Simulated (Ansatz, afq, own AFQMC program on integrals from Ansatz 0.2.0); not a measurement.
AFQMC on a folder of integrals that Ansatz 0.2.0 wrote.

```yaml
crystal:
  periodic: [false, false, false]
  atoms:
    - {symbol: B, position_ang: [0.000000, 0.000000, 0.000000]}
    - {symbol: B, position_ang: [0.000000, 0.000000, 2.463000]}
basis:
  gaussian: {orbitals: cc-pVDZ}
magnetization: {spin_polarized: true, initial_magnetization: 2}
correlation: {method: ccsd_t, electrons: outside_noble_gas, hamiltonian_folder: ham}
```

```sh
$ ansatz run in.yaml --threads 1 --pin off --events-out ev --progress --plain --max-ram 16896MiB --backend cuda --devices 0, --max-vram 18GiB
```

Options of the walk:

```
--method phaseless --trial cisd --walkers 80 --populations 1 --least-time 40 --time-step 0.005 --steps-per-block 5 --equilibration-blocks 400 --max-blocks 2400 --target-error 0.00116 --factor-cut 1e-05 --start determinant --seed 3518 --taylor-order 6
```

Times are imaginary, in 1/Eh. The walk had a cap of 60 s.

Log:

```
orbitals 26  electrons 4 2  factors 173 of 268
reference energy -49.06425831 Eh
CCSD correlation -0.14499103 Eh in 12 cycles, weight of the determinant in the CISD state 0.8357
energy of the start -49.209251 Eh
 block  time / (1/Eh)  mean weight  energy / Eh
     1     0.025  0.9998  -49.209046
     2     0.050  1.0002  -49.208885
     3     0.075  1.0000  -49.208764
     4     0.100  1.0001  -49.208634
     5     0.125  0.9999  -49.208514
     7     0.175  1.0000  -49.208378
     9     0.225  1.0005  -49.208259
    31     0.775  0.9997  -49.209928
    91     2.275  0.9993  -49.214623
   151     3.775  1.0003  -49.215674
   211     5.275  1.0000  -49.214343
   271     6.775  0.9985  -49.214882
   331     8.275  0.9997  -49.217180
   391     9.775  1.0005  -49.215411
   451    11.275  1.0006  -49.209471
   511    12.775  1.0009  -49.218816
   571    14.275  0.9996  -49.217804
   631    15.775  1.0004  -49.219871
   691    17.275  1.0003  -49.222183
   751    18.775  1.0006  -49.215136
   811    20.275  1.0001  -49.213154
   871    21.775  1.0003  -49.216359
   931    23.275  0.9999  -49.217540
   961    24.025  1.0004  -49.207558
   991    24.775  1.0011  -49.218007
  1051    26.275  1.0000  -49.220755
  1111    27.775  1.0013  -49.216655
  1171    29.275  1.0005  -49.213630
  1201    30.025  1.0002  -49.214346
blocks merged  error / Eh  count
     1  0.000452  804
     2  0.000467  402
     4  0.000490  201
     8  0.000558  100
    16  0.000345  50
    32  0.000456  25
    64  0.000605  12
energy -49.215408 +/- 0.000456 Eh
(rows thinned)
```

The time cap ended the run before it passed its tests.

Against this walk (error 12.4 meV) on the same determinant: CCSD(T) 32.8 meV lower, CCSDT(Q) 127.7 meV lower, CCSDTQ 129.3 meV lower, full CI 129.4 meV lower, a separate phaseless walk with a CISD trial and standard settings 16.7 ± 12.7 meV lower (within the noise). The error is statistical and leaves out the bias of the constraint. Full CI is exact here, so the walk's 129 meV above it is the walk's own error: the bias of the constraint with this trial, or a walk that hasn't relaxed.

Cautions: constraint bias not in the error; error not settled; lower spins were not checked; the search met a lower determinant of the same kind, perhaps of another symmetry (211 meV lower), and this one is a saddle point; unrestricted determinant slightly spin contaminated (⟨S²⟩ 2.05 against 2.00); the CCSD(T) amplitudes may be one of several solutions (largest double 0.17); the CCSDT(Q) amplitudes may be one of several solutions (largest double 0.20); the CCSDTQ amplitudes may be one of several solutions (largest double 0.20); the sampling time fell short of the least asked.

The walk took 60 s on 1 × NVIDIA H100 80GB HBM3 with 2 threads of AMD EPYC 7R13 Processor (Zen 3), on a shared host (the card was shared). The log's last line is the phaseless energy.

CCSDT and higher add their correlation energy to the determinant of the CCSD(T) run, since their own runs factorise the integrals more tightly (a shift of under 2 meV).
